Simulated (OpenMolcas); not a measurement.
# AlH5O (Al(H2O)H3): CPF/ANO-XS-VDZP (DKH2)

Aim: the energy change on altering one bond length of AlH5O (Al(H2O)H3) at CPF/ANO-XS-VDZP (DKH2), from 2 runs. 

Program for the calculation: OpenMolcas 26.06.

5 further runs of the same task are left out: 5 set aside as unsound or not needed.

### 1 The structure to begin with

AlH5O: 7 atoms, total charge 0, spin state singlet. As SMILES, `[H][Al]([H])([H])<-[OH2]`. The shape comes from GFN2-xTB, which is rough for such elements, and wasn't checked as a minimum.

Bond lengths: Al1–O2 1.891 Å, O2–H3 0.965 Å, O2–H4 0.964 Å, Al1–H5 1.572 Å, Al1–H6 1.570 Å, Al1–H7 1.574 Å. Angles: Al1–O2–H3 124.8°, Al1–O2–H4 123.3°, O2–Al1–H5 95.5°, O2–Al1–H6 100.8°, O2–Al1–H7 95.1°, H3–O2–H4 111.4°, H5–Al1–H6 117.6°, H5–Al1–H7 120.1°, H6–Al1–H7 117.8°.

### 2 The energy at CPF/ANO-XS-VDZP (DKH2)

The input, mol.input:

```
* AlH5O CPF
>>> EXPORT MOLCAS_PRINT=2
&gateway
coord
7
angstrom
Al       0.038170      -0.063310      -0.878000
O       -0.024940       0.038110       1.009060
H       -0.734700      -0.319470       1.555830
H        0.587960       0.568180       1.531290
H        1.607200      -0.040110      -0.978390
H       -0.735740       1.245780      -1.269530
H       -0.737950      -1.429180      -0.970260
basis
ANO-XS-VDZP
group
NoSym
&seward
relativistic
R02E00
&scf
prorbitals
1 2
&motra
frozen
6
&guga
electrons
14
spin
1
inactive
7
active
0
ciall
1
&cpf
cpf
```

On the command line:

```bash
$ export MOLCAS_MEM=1860
$ pymolcas mol.input > mol.log
```

The log of the run:

```text
--- Start Module: gateway ---
[...]
--- Stop Module: gateway /rc=_RC_ALL_IS_WELL_ ---
[...]
      Basis functions           57
[...]
       Convergence after   9 Iterations
[...]
::    Total SCF energy                               -320.1551128483
[...]
      Total spin, S                                     0.0000000000
[...]
      *** WARNING: Default frozen orbitals is overwritten by user input.
      *** Default values:   3
[...]
--- Start Module: guga ---
[...]
--- Stop Module: guga /rc=_RC_ALL_IS_WELL_ ---
--- Start Module: cpf ---
[...]
      Active orbitals                            0       0
[...]
      Spin quantum number                      0.0
[...]
     FINAL CPF ENERGY         -320.45639616
     FINAL CORRELATION ENERGY   -0.30128331  REFERENCE ENERGY    -320.15511285
[...]
      Total electronic charge=   26.000000
      Total            charge=    0.000000
[...]
      Dipole Moment (debye):
      Origin of the operator (angstrom)=    0.0129   -0.0224   -0.1600
                   X= -2.8388E-01               Y=  4.7401E-01               Z=  5.3908E+00           Total=  5.4191E+00
      Quadrupole Moment (debye*angstrom):
[...]
--- Stop Module: cpf /rc=_RC_ALL_IS_WELL_ ---
[...]
```

Wall time 3.6 s (1 thread of Arm Neoverse V1, shared host); peak memory 0.39 GiB.

### 3 The distorted shape at the same level

The input, mol.inp:

```
&GATEWAY
COORD
7
angstrom
Al       0.425124      -0.717854      -0.682235
O        0.362014      -0.616434       1.204825
H       -0.347746      -0.974014       1.751595
H        0.974914      -0.086364       1.727055
H        1.994154      -0.694654      -0.782625
H       -0.735740       1.245780      -1.269530
H       -0.350996      -2.083724      -0.774495
BASIS = ANO-XS-VDZP
GROUP = NoSym
&SEWARD
RELATIVISTIC = R02E00
&SCF
PRORBITALS = 1 2
&MOTRA
FROZEN = 6
&GUGA
ELECTRONS = 14
SPIN = 1
INACTIVE = 7
ACTIVE = 0
CIALL = 1
&CPF
CPF
```

On the command line:

```bash
$ export MOLCAS_MEM=1860
$ pymolcas mol.inp > mol.log
```

The log of the run:

```text
--- Start Module: gateway ---
[...]
--- Stop Module: gateway /rc=_RC_ALL_IS_WELL_ ---
[...]
      Basis functions           57
[...]
       Convergence after   9 Iterations
[...]
::    Total SCF energy                               -320.0958499077
[...]
      Total spin, S                                     0.0000000000
[...]
      *** WARNING: Default frozen orbitals is overwritten by user input.
      *** Default values:   3
[...]
--- Start Module: guga ---
[...]
--- Stop Module: guga /rc=_RC_ALL_IS_WELL_ ---
--- Start Module: cpf ---
[...]
      Active orbitals                            0       0
[...]
      Spin quantum number                      0.0
[...]
     FINAL CPF ENERGY         -320.40208072
     FINAL CORRELATION ENERGY   -0.30623081  REFERENCE ENERGY    -320.09584991
[...]
      Total electronic charge=   26.000000
      Total            charge=    0.000000
[...]
      Dipole Moment (debye):
      Origin of the operator (angstrom)=    0.3917   -0.6632    0.0317
                   X=  4.9644E-01               Y= -8.4507E-01               Z=  5.8938E+00           Total=  5.9748E+00
      Quadrupole Moment (debye*angstrom):
[...]
--- Stop Module: cpf /rc=_RC_ALL_IS_WELL_ ---
[...]
```

It took 3.9 s on 1 thread of Arm Neoverse V1, shared host; peak memory 0.39 GiB.

### 4 Results

At CPF/ANO-XS-VDZP (DKH2), 6 core orbitals frozen:

```
                                                          quantity          value
                                         first shape: total energy  -320.45640 Eh
                   first shape: dipole moment (mean-field density)         5.47 D
                  first shape: HOMO energy (Hartree–Fock orbitals)      -10.49 eV
                  first shape: LUMO energy (Hartree–Fock orbitals)        3.02 eV
                first shape: HOMO–LUMO gap (Hartree–Fock orbitals)       13.51 eV
          first shape: correlation energy (6 core orbitals frozen)     -301.3 mEh
                                     distorted shape: total energy  -320.40208 Eh
               distorted shape: dipole moment (mean-field density)         6.26 D
              distorted shape: HOMO energy (Hartree–Fock orbitals)       -8.54 eV
              distorted shape: LUMO energy (Hartree–Fock orbitals)        2.69 eV
            distorted shape: HOMO–LUMO gap (Hartree–Fock orbitals)       11.23 eV
      distorted shape: correlation energy (6 core orbitals frozen)     -306.2 mEh
energy change with the Al1–H6 bond stretched from 1.570 to 2.355 Å       1.478 eV
```

**Reading.** With the Al1–H6 bond stretched from 1.570 to 2.355 Å the energy rises by 1.48 eV (34 kcal/mol). The first shape isn't relaxed at this level, so the change isn't measured from a minimum. Mulliken charges (first shape) of the mean-field density run from -0.61 on O2 to +0.48 on Al1; they depend strongly on the basis. Mulliken charges (distorted shape) of the mean-field density run from -0.62 on O2 to +0.46 on Al1; they depend strongly on the basis.
